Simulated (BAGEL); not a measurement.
# A workflow on CH5BO (SMILES CBO)

We compute the energy (HF/6-31G*), then a single-point energy (NEVPT2(2,2)/6-31G*), then the energy (CASPT2(2,2)/6-31G*) of CH5BO. 

The calculation is run with BAGEL 1.2.2.

2 further runs of the same task are left out: 2 set aside as unsound or not needed.

## 1. The structure to begin with

CH5BO has 8 atoms, charge 0, and is taken as a singlet. As SMILES, `CBO`. The C1–B2 distance was set to 2.494 Å, away from the relaxed value. At this shape a bond of the SMILES string is far longer than usual.

Bond lengths: B2–O3 1.357 Å, C1–H4 1.092 Å, C1–H5 1.096 Å, C1–H6 1.096 Å, B2–H7 1.207 Å, O3–H8 0.960 Å. Angles: B2–O3–H8 113.1°, O3–B2–H7 118.7°, H4–C1–H5 108.7°, H4–C1–H6 108.7°, H5–C1–H6 105.3°. A long bond or contact: C1–B2 2.494 Å.

## 2. The energy at HF/6-31G(d) (density fitting with svp-jkfit, spherical functions) (run 1)

input.json

```json
{ "bagel" : [

{
  "title" : "molecule",
  "basis" : "6-31gs.json",
  "df_basis" : "svp-jkfit",
  "angstrom" : true,
  "geometry" : [
    { "atom" : "C", "xyz" : [      -1.295041,       1.280541,      -0.627481 ] },
    { "atom" : "B", "xyz" : [       0.508800,      -0.240100,       0.180200 ] },
    { "atom" : "O", "xyz" : [       0.240700,      -1.558300,       0.355600 ] },
    { "atom" : "H", "xyz" : [      -2.244741,       0.771441,      -0.802281 ] },
    { "atom" : "H", "xyz" : [      -0.984941,       1.775341,      -1.554781 ] },
    { "atom" : "H", "xyz" : [      -1.456941,       2.090341,       0.092819 ] },
    { "atom" : "H", "xyz" : [       1.620500,       0.163100,       0.420800 ] },
    { "atom" : "H", "xyz" : [       0.998200,      -2.058400,       0.667700 ] }
  ]
},

{
  "title" : "hf"
},

{
  "title" : "print",
  "file" : "orbitals.molden",
  "orbitals" : true
}

]}
```

The basis set 6-31G* is read from a file made from the Basis Set Exchange's data (not shown).

Run with:

```bash
$ BAGEL_NUM_THREADS=1 BAGEL input.json > input.out
```

The program printed:

```text
* using 1 threads per process

  ===============================================================
  ===============================================================

  *** Geometry ***

  { "atom" : "C", "xyz" : [     -2.447273,      2.419872,     -1.185767 ] },
  { "atom" : "B", "xyz" : [      0.961493,     -0.453723,      0.340529 ] },
  { "atom" : "O", "xyz" : [      0.454857,     -2.944760,      0.671987 ] },
  { "atom" : "H", "xyz" : [     -4.241946,      1.457812,     -1.516091 ] },
  { "atom" : "H", "xyz" : [     -1.861269,      3.354908,     -2.938110 ] },
  { "atom" : "H", "xyz" : [     -2.753219,      3.950172,      0.175402 ] },
  { "atom" : "H", "xyz" : [      3.062301,      0.308214,      0.795197 ] },
  { "atom" : "H", "xyz" : [      1.886325,     -3.889812,      1.261770 ] },

  Number of auxiliary basis functions:      317

  Since a DF basis is specified, we compute 2- and 3-index integrals:
    o Being stored without compression. Storage requirement is 0.007 GB

  Number of basis functions:       52
  Number of electrons      :       24

    * METHOD: MOLECULE                             0.05

  *** RHF ***

  === Nuclear Repulsion ===
    57.5401035415

      * DIIS with orbital gradients will be used.

  === RHF iteration (6-31gs.json) ===
      0       -140.03855152          0.03090079           0.01
      1       -140.17405922          0.01913485           0.01
      2       -140.24021094          0.00265939           0.01
      3       -140.24254541          0.00064858           0.01
      4       -140.24270198          0.00023474           0.01
      5       -140.24272473          0.00006935           0.01
      6       -140.24272772          0.00002539           0.01
      7       -140.24272808          0.00000449           0.01
      8       -140.24272809          0.00000137           0.01
      9       -140.24272809          0.00000069           0.01
     10       -140.24272809          0.00000013           0.01
     11       -140.24272809          0.00000005           0.01
     12       -140.24272809          0.00000001           0.01
     13       -140.24272809          0.00000000           0.01
    * SCF iteration converged.

    * Permanent dipole moment:
           (   -0.821992,     0.411738,    -0.314011) a.u.

    * METHOD: HF                                   0.11

    * METHOD: PRINT                                0.00

  ===============================================================
```

Run time: 0.32 s. Hardware: 1 thread of AMD EPYC 9R45 (Zen 5), shared host; peak memory 0.14 GiB.

## 3. The energy at NEVPT2(2,2)/6-31G(d) (density fitting with svp-jkfit, spherical functions) (run 2)

Changes to input.json since step 2:

```diff
@@ -19,11 +19,17 @@
 
+{ "title" : "hf", "charge" : 0 },
+
 {
-  "title" : "hf"
+  "title" : "nevpt2",
+  "nstate" : 1,
+  "nact" : 2,
+  "nclosed" : 11,
+  "charge" : 0,
+  "active" : [12, 14],
+  "maxiter" : 200,
+  "natocc" : true,
+  "ncore" : 3
 },
 
-{
-  "title" : "print",
-  "file" : "orbitals.molden",
-  "orbitals" : true
-}
+{ "title" : "print", "file" : "orbitals.molden", "orbitals" : true }
```

The basis set 6-31G* is read from a file made from the Basis Set Exchange's data (not shown).

Run with:

```bash
$ BAGEL_NUM_THREADS=1 BAGEL input.json > input.out
```

The program printed:

```text
* using 1 threads per process

  ===============================================================
  ===============================================================

  *** Geometry ***

  { "atom" : "C", "xyz" : [     -2.447273,      2.419872,     -1.185767 ] },
  { "atom" : "B", "xyz" : [      0.961493,     -0.453723,      0.340529 ] },
  { "atom" : "O", "xyz" : [      0.454857,     -2.944760,      0.671987 ] },
[... 4 lines of this table left out ...]
  { "atom" : "H", "xyz" : [      1.886325,     -3.889812,      1.261770 ] },

  Number of auxiliary basis functions:      317

  Since a DF basis is specified, we compute 2- and 3-index integrals:
    o Being stored without compression. Storage requirement is 0.007 GB

  Number of basis functions:       52
  Number of electrons      :       24

    * METHOD: MOLECULE                             0.05

  *** RHF ***

  === Nuclear Repulsion ===
    57.5401035415

      * DIIS with orbital gradients will be used.

  === RHF iteration (6-31gs.json) ===
      0       -140.03855152          0.03090079           0.01
      1       -140.17405922          0.01913485           0.01
      2       -140.24021094          0.00265939           0.01
[... 10 lines of this table left out ...]
     13       -140.24272809          0.00000000           0.01
    * SCF iteration converged.

    * Permanent dipole moment:
           (   -0.821992,     0.411738,    -0.314011) a.u.

    * METHOD: HF                                   0.11

    * freezing 3 orbitals
  ---------------------------
      CASSCF calculation
  ---------------------------

    ==== Active orbitals : =====
         Orbital 12
         Orbital 14
    ============================

    * nstate   :      1
    * nclosed  :     11
    * nact     :      2
    * nvirt    :     39
  === CASSCF iteration (6-31gs.json) ===

    * Using the second-order algorithm

      0  0      -140.26478733     4.06e-03      0.00

      1  0      -140.28147402     1.25e-03      0.03
[... 19 lines of this table left out ...]
     11  0      -140.28264583     3.44e-09      0.02

    * Second-order optimization converged. *

     guess   0:   closed 1.                   open ..

  === FCI iteration ===

      0  0      -140.24034302     7.69e-02      0.00
      1  0      -140.28239472     5.24e-03      0.00
      2  0 *    -140.28264583     5.72e-16      0.00

     * ci vector, state   0, <S^2> = 0.0000
       2.     0.9641210522
       .2    -0.2654629856

  === DF-NEVPT2 calculation ===

    * 3-index integral transformation done
    * assembly done

      NEVPT2 correlation energy:   -0.3558205964      0.03

          (+0)     -0.2947087004
          (+0)'    -0.0175264723
          (+1)     -0.0094425848
          (+1)'    -0.0000000000
          (+2)     -0.0003698098
          (-1)     -0.0311394467
          (-1)'     0.0000000000
          (-2)     -0.0026335824

      NEVPT2 total energy:       -140.6384664294

    * METHOD: NEVPT2                               0.34

    * METHOD: PRINT                                0.00

  ===============================================================
```

Run time: 0.66 s. Hardware: 1 thread of AMD EPYC 9R45 (Zen 5), shared host; peak memory 0.14 GiB.

## 4. The energy at CASPT2(2,2)/6-31G(d) (density fitting with svp-jkfit, spherical functions) (run 3)

calc.json

```json
{ "bagel": [

{
  "title": "molecule",
  "basis": "6-31gs.json",
  "df_basis": "svp-jkfit",
  "angstrom": "true",
  "geometry": [
    { "atom": "C", "xyz": [   -1.295041,    1.280541,   -0.627481 ] },
    { "atom": "B", "xyz": [    0.508800,   -0.240100,    0.180200 ] },
    { "atom": "O", "xyz": [    0.240700,   -1.558300,    0.355600 ] },
    { "atom": "H", "xyz": [   -2.244741,    0.771441,   -0.802281 ] },
    { "atom": "H", "xyz": [   -0.984941,    1.775341,   -1.554781 ] },
    { "atom": "H", "xyz": [   -1.456941,    2.090341,    0.092819 ] },
    { "atom": "H", "xyz": [    1.620500,    0.163100,    0.420800 ] },
    { "atom": "H", "xyz": [    0.998200,   -2.058400,    0.667700 ] }
  ]
},
{ "title": "hf" },
{ "title": "casscf", "nstate": 1, "nact": 2, "nclosed": 11, "active": [12, 14], "maxiter": 200, "natocc": "true" },
{ "title": "print", "file": "orbitals.molden", "orbitals": "true" },
{ "title": "smith", "method": "caspt2", "ms": "true", "xms": "true", "sssr": "true", "shift": 0.2, "shift_imag": "true", "ncore": 3 }

]}
```

The basis set 6-31G* is read from a file made from the Basis Set Exchange's data (not shown).

Run with:

```bash
$ BAGEL_NUM_THREADS=1 BAGEL calc.json > calc.out
```

The program printed:

```text
* using 1 threads per process

  ===============================================================
  ===============================================================

  *** Geometry ***

  { "atom" : "C", "xyz" : [     -2.447273,      2.419872,     -1.185767 ] },
  { "atom" : "B", "xyz" : [      0.961493,     -0.453723,      0.340529 ] },
  { "atom" : "O", "xyz" : [      0.454857,     -2.944760,      0.671987 ] },
[... 4 lines of this table left out ...]
  { "atom" : "H", "xyz" : [      1.886325,     -3.889812,      1.261770 ] },

  Number of auxiliary basis functions:      317

  Since a DF basis is specified, we compute 2- and 3-index integrals:
    o Being stored without compression. Storage requirement is 0.007 GB

  Number of basis functions:       52
  Number of electrons      :       24

    * METHOD: MOLECULE                             0.05

  *** RHF ***

  === Nuclear Repulsion ===
    57.5401035415

      * DIIS with orbital gradients will be used.

[... 6 lines left out ...]
    * SCF iteration converged.
[... 1 line left out ...]
    * Permanent dipole moment:
[... 27 lines left out ...]
    * Second-order optimization converged. *
[... 9 lines left out ...]
     * ci vector, state   0, <S^2> = 0.0000
[... 16 lines left out ...]
    * Zeroth order energy : state  0       -0.5769834175

    * CASPT2 iteration is performed using orthogonal basis

      -------------------------------------------  CASPT2 iteration  ---------------------------------------------------
       #      aibj      arbs      arbi      airj      risj      airs      arst      rist         Etot      error   time
      ------------------------------------------------------------------------------------------------------------------

       0  -0.29407  -0.00329  -0.03210  -0.01008  -0.00053  -0.01626  -0.00000  -0.00000   -0.3563438  0.0013500   0.01
       1  -0.29413  -0.00331  -0.03218  -0.01014  -0.00055  -0.01643  -0.00000  -0.00000   -0.3567439  0.0001559   0.01
       2  -0.29414  -0.00331  -0.03217  -0.01014  -0.00055  -0.01644  -0.00000  -0.00000   -0.3567501  0.0000218   0.01
       3  -0.29414  -0.00331  -0.03217  -0.01014  -0.00055  -0.01644   0.00000  -0.00000   -0.3567502  0.0000032   0.01
       4  -0.29414  -0.00331  -0.03217  -0.01014  -0.00055  -0.01644   0.00000  -0.00000   -0.3567502  0.0000004   0.01

      ------------------------------------------------------------------------------------------------------------------

    * CASPT2 energy : state  0     -140.6410997087
        w/o shift correction       -140.6393960120
        reference weight              0.8978768433

    * METHOD: SMITH                                0.08

  ===============================================================
```

It took 0.74 s on 1 thread of AMD EPYC 9R45 (Zen 5), shared host; peak memory 0.14 GiB.

## 5. Summary of results

| quantity | value |
| --- | --- |
| run 1, HF/6-31G*: total energy | -140.24273 Eh |
| run 1, HF/6-31G*: dipole moment | 2.47 D |
| run 1, HF/6-31G*: HOMO energy | -8.87 eV |
| run 1, HF/6-31G*: LUMO energy | 3.85 eV |
| run 1, HF/6-31G*: HOMO–LUMO gap | 12.72 eV |
| run 2, NEVPT2(2,2)/6-31G*: total energy | -140.63847 Eh |
| run 3, CASPT2(2,2)/6-31G*: total energy | -140.64110 Eh |
